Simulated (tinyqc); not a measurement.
Inside a calculation. Method: UHF in the sto-3g basis, for H2O, spin multiplicity 3. One step of it, computed by the program tinyqc.

Task: Iteration 2: DIIS coefficients. Solve [B -1; -1 0][c; lambda] = [0; -1] for the coefficients, which sum to one.

B (overlaps of the stored error matrices):
```
               1              2
1  1.9125781e+02  9.7395372e+01
2  9.7395372e+01  4.9653321e+01
```

Give: DIIS coefficients.

Result:

DIIS coefficients: -1.0352  2.0352
